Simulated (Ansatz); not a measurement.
CH7AlSi (`C[SiH2][AlH2]`) from Hartree–Fock to CCSD(T)

```tsv
atom	x (Å)	y (Å)	z (Å)
C1	-0.732	1.333	-0.516
Si2	0.694	0.347	0.233
Al3	0.186	-2.056	0.405
H4	-0.471	2.392	-0.575
H5	-1.635	1.240	0.090
H6	-0.962	0.985	-1.526
H7	1.005	0.909	1.582
H8	1.914	0.563	-0.602
H9	0.522	-3.056	-0.788
H10	-0.522	-2.657	1.697
```

The species carries charge 0 and has multiplicity 1. All single points use the PBE0-D4/def2-TZVP geometry. Frozen core, restricted reference, Ansatz 0.2.0. CBS rows extrapolate triple and quadruple zeta; past MP2 they add the triple-zeta difference.

```csv
basis,HF (Eh),MP2 corr.
def2-SVP,-572.57896,-0.31493
def2-TZVPP,-572.81055,-0.39037
def2-QZVPP,-572.82860,-0.41670
```

(1) Estimate the CCSD correlation energy and the (T) correction in each basis where they were run (hartree).

Results:

(1) 
```json
{"basis": "def2-SVP", "CCSD corr.": "-0.37057", "(T)": "-0.00931"}
{"basis": "def2-TZVPP", "CCSD corr.": "-0.44435", "(T)": "-0.01475"}
{"basis": "CBS(def2)", "CCSD corr.": "-0.49018", "(T)": "as TZ"}
```
